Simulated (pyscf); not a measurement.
## Substitution at Si: :N–F [triplet] + SiH₄ → F–N•–SiH₃ + H•

Gas phase, triplet surface, charge 0. Bonds broken: Si3–H4. Bonds formed: N1–Si3. Single points on ωB97X-D3(BJ)/def2-SVP structures (PySCF, gas phase). Correlated levels are frozen-core, on RHF or UHF. ΔMP2 is the change of the MP2 total energy from the triple- to the quadruple-zeta basis.

Transition state (Å):

```xyz
7

N      0.3700     0.1222     1.1798
F     -0.5033     0.6504     2.0674
Si    -0.5996    -0.1264    -0.4281
H     -1.6218    -0.3120    -1.8574
H     -1.6611    -1.0524     0.0770
H     -0.9820     1.2942    -0.6990
H      0.4861    -0.7132    -1.2562
```

One imaginary mode, 716i cm⁻¹; descent along it reached the two sides named.

| bond | change | reactant side (Å) | saddle | product side |
|---|---|---|---|---|
| Si3–H4 | breaks | 1.492 | 1.767 | 3.3 |
| N1–Si3 | forms | 3.3 | 1.894 | 1.822 |

Electronic energies relative to the separated reactants (kcal/mol):

| level | barrier | reaction energy |
|---|---|---|
| ωB97X-D3(BJ)/def2-TZVP | 36.2 | +31.4 |
| PBE/def2-TZVP | 22.0 | +27.4 |
| r²SCAN/def2-TZVP | 26.2 | +31.7 |
| B3LYP-D3(BJ)/def2-TZVP | 30.9 | +32.2 |
| PBE0-D3(BJ)/def2-TZVP | 29.9 | +30.3 |
| M06-2X/def2-TZVP | 34.6 | +30.8 |
| ωB97M-D3(BJ)/def2-TZVP | 35.9 | +31.3 |
| HF/def2-TZVP | 60.1 | +42.3 |
| MP2/def2-QZVPP | 38.2 | +28.3 |
| CCSD/def2-TZVPP | 43.5 | +36.2 |
| CCSD(T)/def2-TZVPP | 40.2 | +34.4 |
| CCSD(T)/def2-TZVPP + ΔMP2(QZVPP) | 38.1 | +32.7 |

With CCSD(T)/def2-TZVPP + ΔMP2(QZVPP) energies and thermal terms (ideal gas, 1 atm, RRHO with modes under 100 cm⁻¹ raised to 100, one conformer, R ln 2 for rigid chiral ones), in kcal/mol:

```tsv
T (K)	ΔH‡	ΔG‡	ΔH	ΔG
298	35.4	43.3	+30.3	+31.3
600	36.2	51.0	+31.5	+31.9
900	37.0	58.2	+32.6	+31.8
1200	37.7	65.1	+33.6	+31.4
```

At PBE, r²SCAN, B3LYP-D3(BJ), PBE0-D3(BJ) this geometry lies under the product side: in single points on another level's saddle the reverse barrier vanishes, and the forward threshold there is about the reaction energy. The same reactants have a lower exit, to •HN–F + SiH₃• (barrier +22.4 kcal/mol at ωB97M-D3(BJ), against +35.9 kcal/mol here). F–N•–SiH₃ + H• also meet on a surface of lower spin, which isn't treated here. F–N•–SiH₃ lies 106.3 kcal/mol over its isomer H₂N–SiH•–F, and others may lie lower still (electronic energy, ωB97M-D3(BJ)). One saddle was located; it need not be the lowest between these sides. The angle at the attacked Si is 175°. The CCSD(T) − MP2 part came from Ansatz, without density fitting, on the same reference.
